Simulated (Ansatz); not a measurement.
# CHClF2: energies up the ladder, part 2 of 2

Aim: energies up the ladder, for CHClF2, with the cost of each level.

Ansatz 0.2.0, Gaussian bases.

**7. Single point, B3LYP-D4/def2-TZVPP**

input.yaml reads:

```yaml
crystal:
  periodic: [false, false, false]
  atoms:
    - { symbol: F, position_ang: [-0.93408475, 1.15074636, -0.25279385] }
    - { symbol: C, position_ang: [-0.48008085, 0.04811653, 0.34583531] }
    - { symbol: F, position_ang: [-1.10319354, -1.0042054, -0.18766077] }
    - { symbol: Cl, position_ang: [1.25797472, -0.09604319, 0.08887442] }
    - { symbol: H, position_ang: [-0.67813558, 0.0960057, 1.41604489] }
basis:
  gaussian: { orbitals: def2-TZVPP }
hamiltonian:
  xc: { name: B3LYP }
  dispersion: d4
```

The run is started by

```bash
ansatz run input.yaml --threads 4 --pin off --max-ram 10240MiB --backend cpu --events-out ev --progress --plain --runs-dir out
```

The program printed:

```text
Warning: RAYON_NUM_THREADS=4 ignored (pool sized by the plan → 4); use --threads N
Engine: ansatz 0.2.0, x86_64-unknown-linux-gnu
Functional definition: B3LYP
  parameter a0 = 0.2
  parameter ax = 0.72
  parameter ac = 0.81
  exchange = (1 - a0 - ax)*slater_x + ax*b88_x + a0*exact_x
  correlation = (1 - ac)*vwn_rpa_c + ac*lyp_c
864 factors; their error is unknown
mean field evaluation 1: about -19011.8601 eV, gradient 3.2e1 eV
mean field evaluation 2: about -19010.6814 eV, gradient 4.5e1 eV
mean field evaluation 4: about -19013.1852 eV, gradient 1.1e0 eV
mean field evaluation 8: about -19013.1857 eV, gradient 1.4e-2 eV
mean field evaluation 16: about -19013.2218 eV, gradient 6.8e-5 eV
mean field -19013.22183418 eV, -698.7230147814 hartree, gradient 6.8e-5 eV, S^2 0.000000; 0 other end points of the search recorded, 0 dependent functions left out
reference -19013.22202075 eV, -698.7230216379 hartree; 21, 21 occupied and 128, 128 virtual orbitals, 864 factors
Total energy: -19013.34187724 eV, -698.7274262826 hartree
```

Wall time 1.9 s (4 threads of Intel Xeon at 2.50GHz (Skylake/Cascade Lake), shared host); peak memory 0.28 GiB.

**8. Single point, wB97M-V/def2-TZVPP**

input.yaml: that of step 7 with these lines changed.

```diff
@@ -11,3 +11,2 @@
 hamiltonian:
-  xc: { name: B3LYP }
-  dispersion: d4
+  xc: { name: wB97M-V }
```

The run is started by

```bash
ansatz run input.yaml --threads 4 --pin off --max-ram 10240MiB --backend cpu --events-out ev --progress --plain --runs-dir out
```

The program printed, shortened:

```text
Warning: RAYON_NUM_THREADS=4 ignored (pool sized by the plan → 4); use --threads N
[...]
Functional definition: wB97M-V
[...]
  gx(w, u) = 1 - cx + cx01*u + cx10*w
  gss(w, u) = css00 + css04*u^4 + css10*w + css20*w^2 + css43*w^4*u^3
  gos(w, u) = cos00 + cos10*w + (cos20 + cos21*u)*w^2 + (cos60 + cos61*u)*w^6
[...]
      + integral(e_c_pw_mod_opposite_spin*gos(b97_w_opposite, b97_u_opposite)) + vv10(b, c)
861 factors; their error is unknown
153 factors; integrals over basis functions are off by at most 3.6e-5 eV
[...]
mean field -19010.56041020 eV, -698.6252092541 hartree, gradient 3.1e-5 eV, S^2 0.000000; 0 other end points of the search recorded, 0 dependent functions left out
reference -19010.56043875 eV, -698.6252103034 hartree; 21, 21 occupied and 128, 128 virtual orbitals, 861 factors
Total energy: -19010.56043875 eV, -698.6252103034 hartree
```

Run time: 4.2 s. Hardware: 4 threads of Intel Xeon at 2.50GHz (Skylake/Cascade Lake), shared host; peak memory 0.36 GiB.

**9. Single point, B2PLYP/def2-TZVPP**

input.yaml: that of step 8 with these lines changed.

```diff
@@ -11,2 +11,2 @@
 hamiltonian:
-  xc: { name: wB97M-V }
+  xc: { name: B2PLYP }
```

The run is started by

```bash
ansatz run input.yaml --threads 4 --pin off --max-ram 10240MiB --backend cpu --events-out ev --progress --plain --runs-dir out
```

The program printed, shortened:

```text
Warning: RAYON_NUM_THREADS=4 ignored (pool sized by the plan → 4); use --threads N
[...]
Functional definition: B2PLYP
[...]
946 factors; integrals over basis functions are off by at most 1.1e-3 eV
[...]
mean field -18998.06364509 eV, -698.1659616070 hartree, gradient 6.0e-6 eV, S^2 0.000000; 0 other end points of the search recorded, 0 dependent functions left out
8 core orbitals not correlated: weight in the atoms' cores, before any rotation towards them, 1.000 or more for the frozen orbitals, at most 0.000 for the correlated occupied ones
reference -18998.06376299 eV, -698.1659659399 hartree; 13, 13 occupied and 128, 128 virtual orbitals, 946 factors
second order -27.62672578 eV of doubles, -0.00000000 eV of singles
Total energy: -19005.52297895 eV, -698.4400870704 hartree
```

It took 3.2 s on 4 threads of Intel Xeon at 2.50GHz (Skylake/Cascade Lake), shared host; peak memory 0.26 GiB.

**10. Single point, LDA/def2-TZVPP**

input.yaml: that of step 9 with these lines changed.

```diff
@@ -11,2 +11,2 @@
 hamiltonian:
-  xc: { name: B2PLYP }
+  xc: lda
```

The run is started by

```bash
ansatz run input.yaml --threads 4 --pin off --max-ram 10240MiB --backend cpu --events-out ev --progress --plain --runs-dir out
```

The program printed:

```text
Warning: RAYON_NUM_THREADS=4 ignored (pool sized by the plan → 4); use --threads N
Engine: ansatz 0.2.0, x86_64-unknown-linux-gnu
Functional definition: SPW92
  exchange = slater_x
  correlation = pw_c
845 factors; their error is unknown
mean field evaluation 1: about -18926.9354 eV, gradient 3.1e1 eV
mean field evaluation 2: about -18924.6925 eV, gradient 5.0e1 eV
mean field evaluation 4: about -18928.5209 eV, gradient 2.1e0 eV
mean field evaluation 8: about -18928.5058 eV, gradient 3.1e-1 eV
mean field -18928.50587894 eV, -695.6097608488 hartree, gradient 7.2e-5 eV, S^2 0.000000; 0 other end points of the search recorded, 0 dependent functions left out
reference -18928.50590234 eV, -695.6097617091 hartree; 21, 21 occupied and 128, 128 virtual orbitals, 845 factors
Total energy: -18928.50590234 eV, -695.6097617091 hartree
```

It took 0.92 s on 4 threads of Intel Xeon at 2.50GHz (Skylake/Cascade Lake), shared host; peak memory 0.15 GiB.

**11. Single point, PBE0-D4/def2-SVP**

input.yaml: that of step 10 with these lines changed.

```diff
@@ -9,4 +9,5 @@
 basis:
-  gaussian: { orbitals: def2-TZVPP }
+  gaussian: { orbitals: def2-SVP }
 hamiltonian:
-  xc: lda
+  xc: pbe0
+  dispersion: d4
```

The run is started by

```bash
ansatz run input.yaml --threads 4 --pin off --max-ram 10240MiB --backend cpu --events-out ev --progress --plain --runs-dir out
```

The program printed:

```text
Warning: RAYON_NUM_THREADS=4 ignored (pool sized by the plan → 4); use --threads N
Engine: ansatz 0.2.0, x86_64-unknown-linux-gnu
Functional definition: PBE0
  parameter a = 0.25
  parameter kappa = 0.804
  parameter beta = 0.06672455060314922
  exchange = (1 - a)*pbe_x(kappa = kappa, mu = beta*pi^2/3) + a*exact_x
  correlation = pbe_c(beta = beta)
620 factors; integrals over basis functions are off by at most 1.3e-3 eV
mean field evaluation 1: about -18988.9403 eV, gradient 2.6e1 eV
mean field evaluation 2: about -18988.2469 eV, gradient 3.4e1 eV
mean field evaluation 4: about -18989.9317 eV, gradient 5.8e-1 eV
mean field evaluation 8: about -18990.1060 eV, gradient 8.1e-2 eV
mean field evaluation 16: about -18990.1060 eV, gradient 7.4e-6 eV
mean field -18990.10598736 eV, -697.8735230794 hartree, gradient 7.4e-6 eV, S^2 0.000000; 0 other end points of the search recorded, 0 dependent functions left out
reference -18990.10600070 eV, -697.8735235697 hartree; 21, 21 occupied and 44, 44 virtual orbitals, 620 factors
Total energy: -18990.16634660 eV, -697.8757412404 hartree
```

Run time: 1.5 s. Hardware: 4 threads of Intel Xeon at 2.50GHz (Skylake/Cascade Lake), shared host; peak memory 0.12 GiB.

**12. Single point, PBE-D4/def2-SVP**

input.yaml: that of step 11 with these lines changed.

```diff
@@ -11,3 +11,3 @@
 hamiltonian:
-  xc: pbe0
+  xc: pbe
   dispersion: d4
```

The run is started by

```bash
ansatz run input.yaml --threads 4 --pin off --max-ram 10240MiB --backend cpu --events-out ev --progress --plain --runs-dir out
```

The program printed:

```text
Warning: RAYON_NUM_THREADS=4 ignored (pool sized by the plan → 4); use --threads N
Engine: ansatz 0.2.0, x86_64-unknown-linux-gnu
Functional definition: PBE
  parameter kappa = 0.804
  parameter beta = 0.06672455060314922
  exchange = pbe_x(kappa = kappa, mu = beta*pi^2/3)
  correlation = pbe_c(beta = beta)
707 factors; their error is unknown
mean field evaluation 1: about -18987.9785 eV, gradient 2.7e1 eV
mean field evaluation 2: about -18986.7363 eV, gradient 4.0e1 eV
mean field evaluation 4: about -18989.0910 eV, gradient 1.2e0 eV
mean field evaluation 8: about -18989.0496 eV, gradient 2.2e-2 eV
mean field -18989.04958040 eV, -697.8347008395 hartree, gradient 6.1e-5 eV, S^2 0.000000; 0 other end points of the search recorded, 0 dependent functions left out
reference -18989.04959801 eV, -697.8347014868 hartree; 21, 21 occupied and 44, 44 virtual orbitals, 707 factors
Total energy: -18989.12319096 eV, -697.8374059777 hartree
```

It took 1 s on 4 threads of Intel Xeon at 2.50GHz (Skylake/Cascade Lake), shared host; peak memory 0.1 GiB.

**13. Single point, CCSD(T)/def2-TZVPP**

input.yaml: that of step 12 with these lines changed.

```diff
@@ -9,5 +9,4 @@
 basis:
-  gaussian: { orbitals: def2-SVP }
-hamiltonian:
-  xc: pbe
-  dispersion: d4
+  gaussian: { orbitals: def2-TZVPP }
+correlation:
+  method: ccsd_t
```

The run is started by

```bash
ansatz run input.yaml --threads 4 --pin off --max-ram 10240MiB --backend cpu --events-out ev --progress --plain --runs-dir out
```

The program printed, shortened:

```text
Warning: RAYON_NUM_THREADS=4 ignored (pool sized by the plan → 4); use --threads N
[...]
Functional definition: HF
[...]
946 factors; integrals over basis functions are off by at most 1.1e-3 eV
[...]
mean field -18964.64348474 eV, -696.9377933670 hartree, gradient 4.4e-6 eV, S^2 0.000000; 0 other end points of the search recorded, 0 dependent functions left out
8 core orbitals not correlated: weight in the atoms' cores, before any rotation towards them, 1.000 or more for the frozen orbitals, at most 0.000 for the correlated occupied ones
reference -18964.64348474 eV, -696.9377933670 hartree; 13, 13 occupied and 128, 128 virtual orbitals, 946 factors
second order -23.12622906 eV of doubles, -0.00000000 eV of singles
cycle   1  -23.13125798 eV  change   -5.0e-3 eV  update   9.4e-2
[...]
cycle   9  -23.69847697 eV  change   -1.1e-5 eV  update   1.4e-5
perturbative correction -0.83118280 eV, -0.0305454044 hartree
Total energy: -18989.17314451 eV, -697.8392417368 hartree
```

Run time: 15 s. Hardware: 4 threads of Intel Xeon at 2.50GHz (Skylake/Cascade Lake), shared host; peak memory 0.76 GiB.

**14. Single point, CCSD(T)/def2-QZVPP**

input.yaml: that of step 13 with these lines changed.

```diff
@@ -9,3 +9,3 @@
 basis:
-  gaussian: { orbitals: def2-TZVPP }
+  gaussian: { orbitals: def2-QZVPP.json }
 correlation:
```

The run is started by

```bash
ansatz run input.yaml --threads 4 --pin off --max-ram 10240MiB --backend cpu --events-out ev --progress --plain --runs-dir out
```

The program printed, shortened:

```text
Warning: RAYON_NUM_THREADS=4 ignored (pool sized by the plan → 4); use --threads N
[...]
Functional definition: HF
[...]
1683 factors; integrals over basis functions are off by at most 8.4e-4 eV
[...]
mean field -18965.27279149 eV, -696.9609199638 hartree, gradient 2.8e-6 eV, S^2 0.000000; 0 other end points of the search recorded, 0 dependent functions left out
8 core orbitals not correlated: weight in the atoms' cores, before any rotation towards them, 1.000 or more for the frozen orbitals, at most 0.000 for the correlated occupied ones
reference -18965.27279149 eV, -696.9609199638 hartree; 13, 13 occupied and 250, 250 virtual orbitals, 1683 factors
second order -25.28243439 eV of doubles, -0.00000000 eV of singles
cycle   1  -25.07251300 eV  change    2.1e-1 eV  update   9.5e-2
[...]
cycle   9  -25.66154023 eV  change   -1.8e-5 eV  update   1.5e-5
perturbative correction -0.98360803 eV, -0.0361469286 hartree
Total energy: -18991.91793976 eV, -697.9401111019 hartree
```

Run time: 86 s. Hardware: 4 threads of Intel Xeon at 2.50GHz (Skylake/Cascade Lake), shared host; peak memory 4.6 GiB.

**15. Extrapolation to the basis-set limit**

CCSD(T)/CBS estimate, frozen core: CCSD(T) correlation extrapolated, from def2-TZVPP and def2-QZVPP: mean field -18965.3595 eV, total -18993.5716 eV. The exponents are 7.88 (mean field) and 2.97 (correlation).

**16. The levels compared**

| level | F1–C2 (Å) | C2–F3 (Å) | C2–Cl4 (Å) | rotational constants (MHz) | dipole (D) | highest frequency (cm⁻¹) | CPU time |
| --- | --- | --- | --- | --- | --- | --- | --- |
| PBE0-D4/def2-TZVPP | 1.3343 | 1.3343 | 1.7629 | 10305, 4854, 3511.5 | 1.41 | 3139 | 70 s |

Constants are for the commonest isotopes at the equilibrium geometry; times are CPU times of the relaxations.

**17. Total energies**

| level | energy (eV) | CPU time |
| --- | --- | --- |
| PBE-D4/def2-TZVPP | -19001.4699 | 4.6 s |
| r2SCAN-D4/def2-TZVPP | -19009.2369 | 6.7 s |
| B3LYP-D4/def2-TZVPP | -19013.3419 | 5.7 s |
| wB97M-V/def2-TZVPP | -19010.5604 | 14 s |
| B2PLYP/def2-TZVPP | -19005.5230 | 11 s |
| LDA/def2-TZVPP | -18928.5059 | 2.5 s |
| PBE0-D4/def2-SVP | -18990.1663 | 3.6 s |
| PBE-D4/def2-SVP | -18989.1232 | 2.1 s |
| CCSD(T)/def2-TZVPP | -18989.1731 | 44 s |
| CCSD(T)/def2-QZVPP | -18991.9179 | 5.3 min |
| CCSD(T)/CBS | -18993.5716 | - |

**18. Outcome**

The summary covers parts 1 to 2.

```
                         quantity             value
      F1–C2 at PBE0-D4/def2-TZVPP           1.334 Å
      C2–F3 at PBE0-D4/def2-TZVPP           1.334 Å
     C2–Cl4 at PBE0-D4/def2-TZVPP           1.763 Å
frequencies at PBE0-D4/def2-TZVPP  368 to 3139 cm⁻¹
            energy at CCSD(T)/CBS     -18993.572 eV
```

What this shows: Against the measured dipole moment of CHClF2, 1.42 D (NIST CCCBDB Release 22 (SRD 101), experimental dipoles), the calculated 1.41 D is off by -0.9 %. That is PBE0-D4/def2-TZVPP. No mode is imaginary, so the geometry is a minimum. These totals serve in differences with atoms or fragments at the same level; alone they don't rank the methods.
